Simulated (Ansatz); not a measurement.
Calculation: frozen-core CCSD(T)/cc-pVTZ // PBE0-D3(BJ)/def2-TZVP (Ansatz, a quantum-chemistry and plane-wave program).

Ansatz 0.2 input:
```yaml
crystal:
  periodic: [false, false, false]
  atoms:
    - { symbol: C, position_ang: [-0.460468, 0.028444, -0.027759] }
    - { symbol: C, position_ang: [0.989509, -0.058405, -0.390768] }
    - { symbol: O, position_ang: [1.929699, -0.122485, 0.311831] }
    - { symbol: H, position_ang: [-0.601182, 0.021593, 1.056854] }
    - { symbol: H, position_ang: [-0.872297, 0.941464, -0.461911] }
    - { symbol: H, position_ang: [-0.985261, -0.81061, -0.488248] }
basis:
  gaussian: { orbitals: cc-pVTZ }
correlation:
  method: ccsd_t
magnetization:
  spin_polarized: true
  initial_magnetization: 1
```

Output:

```
Functional definition: HF
764 factors; integrals over basis functions are off by at most 1.0e-3 eV
mean field evaluation 1: about -4143.2899 eV, gradient 2.3e1 eV
mean field evaluation 2: about -4143.2917 eV, gradient 2.3e1 eV
mean field evaluation 4: about -4145.7239 eV, gradient 3.4e0 eV
mean field evaluation 8: about -4145.8243 eV, gradient 2.3e-1 eV
mean field evaluation 16: about -4144.9071 eV, gradient 1.6e1 eV
mean field evaluation 32: about -4143.1119 eV, gradient 3.8e0 eV
mean field evaluation 64: about -4143.1628 eV, gradient 5.0e-1 eV
mean field -4145.82792539 eV, -152.3563661151 hartree, gradient 2.0e-6 eV, S^2 0.762983; 1 other end points of the search recorded, 0 dependent functions left out
determinant -4145.82792539 eV, -152.3563661151 hartree, with singles and doubles -4161.05017992 eV, -152.9157736509 hartree
determinant -4143.43477311 eV, -152.2684193909 hartree, with singles and doubles -4158.58497375 eV, -152.8251789950 hartree
3 core orbitals not correlated
reference -4145.82792539 eV, -152.3563661151 hartree; 9, 8 occupied and 120, 121 virtual orbitals, 764 factors
second order -14.61333763 eV of doubles, -0.00000000 eV of singles
cycle   1  -15.06219390 eV  change    -1.4e0 eV  update   2.3e-2
cycle   2  -15.10599810 eV  change   -4.4e-2 eV  update   5.6e-3
cycle   3  -15.10335533 eV  change    2.6e-3 eV  update   3.3e-3
cycle   4  -15.10473999 eV  change   -1.4e-3 eV  update   1.4e-3
cycle   5  -15.10532180 eV  change   -5.8e-4 eV  update   8.0e-4
cycle   6  -15.10535995 eV  change   -3.8e-5 eV  update   2.7e-4
cycle   7  -15.10550685 eV  change   -1.5e-4 eV  update   1.0e-4
cycle   8  -15.10552494 eV  change   -1.8e-5 eV  update   4.1e-5
cycle   9  -15.10551574 eV  change    9.2e-6 eV  update   1.9e-5
perturbative correction -0.65465281 eV, -0.0240580471 hartree
Total energy: -4161.58809394 eV, -152.9355416266 hartree
```

Cost: about 70 core-seconds (a rough figure).
